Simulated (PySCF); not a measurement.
**Structure from 2D NMR**

Compound of formula C5H12O. Correlations simulated from computed shifts and the bond graph:

HSQC (one-bond C–H):
| δH | δC |
| --- | --- |
| 3.35 | 62.1 |
| 3.02 | 85.1 |
| 1.84 | 34.0 |
| 0.92 | 21.8 |

COSY cross peaks (H two or three bonds apart, from the bond graph; peaks can be absent where the dihedral angle is near 90°):
| δH | δH |
| --- | --- |
| 3.02 | 1.84 |
| 1.84 | 0.92 |

HMBC (two and three bonds, from the bond graph):
| δH | δC |
| --- | --- |
| 3.35 | 85.1 |
| 3.02 | 62.1, 34.0, 21.8 |
| 1.84 | 85.1, 21.8 |
| 0.92 | 85.1, 34.0, 21.8 |

No solvent model, one averaged value for each set of equivalent atoms, relativity neglected, single conformer. Shielding tensors at B97-2/pcSseg-2 (GIAO); coordinates at the PBE0-D3(BJ)/def2-TZVP level; PySCF 2.14.

Shifts are taken against calculated references (same method and geometry level): TMS for 1H, 13C.

Exchangeable hydrogens are left out of these lists.

Q: Assemble the structure.

A: i-BuOMe (SMILES CC(COC)C).

Atoms are numbered as in `[CH3:1][O:2][CH2:3][CH:4]([CH3:5])[CH3:6]`. Each H is labelled by its parent atom.

δC 85.1 is C3, an sp3 CH2 bonded to O (δH 3.02). δC 62.1 is C1, a methyl carbon bonded to O (δH 3.35). δC 34.0 is C4, an sp3 CH (δH 1.84). δC 21.8 is C5/C6, a methyl carbon (δH 0.92). COSY links 3.02–1.84, 1.84–0.92.

The data come from this structure; uniqueness wasn't tested.

Shifts are as computed. Against solution values, carbons near 30 ppm lie about +3 ppm off and those near 130 ppm about +7 ppm. Of 1211 compounds with measured shifts, 218 miss one by over three times the rms of a fit or turn the order of signals round; such compounds aren't used in these exercises.
